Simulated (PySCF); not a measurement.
**How good is the calculation?**

Structure with atom numbers: `[CH3:1][c:2]1[cH:3][cH:4][s:5][cH:6]1`; H(Xn) means a hydrogen on atom n.

Non-relativistic Hamiltonian, equivalent nuclei averaged, one computed conformer, no solvent. GFN2-xTB structure; σ from GIAO-PBE0/pcSseg-1; PySCF 2.14.

Reference values: estimated from measurements, as parent shift plus tabulated substituent increment (solution, not stated per compound (mostly CDCl3 or CCl4); Pretsch, Buehlmann, Badertscher, Structure Determination of Organic Compounds, 4th ed. (2009)).
```tsv
atoms	quantity	reference	computed	computed, scaled
H(C4)	δ $^{1}$H	7.16	7.15	6.85
H(C3)	δ $^{1}$H	6.87	7.06	6.76
H(C6)	δ $^{1}$H	6.86	6.78	6.50
```

Computed shifts are σ(ref) − σ with the named reference compound (TMS for H and C) calculated as an isolated molecule at the same level. The measured values may be among those fitted. Scaled to experiment by linear calibration (H and C: mostly CDCl3 data, vs TMS): $^{1}$H: δ = 30.01 − 0.943σ (rms 0.16 ppm, 131 shifts, 0.17 ppm with the 2 outliers that the fit left out). A few per cent of atoms miss by over 2 rms, more outside the fitted compound classes.

**Question.** How far are the unscaled $^{1}$H shifts from the references?

**Answer.** Mean signed difference +0.03 ppm, mean absolute 0.09 ppm over 3 comparisons; the largest is +0.19 ppm at H(C3) (hydrogen on an aromatic CH).
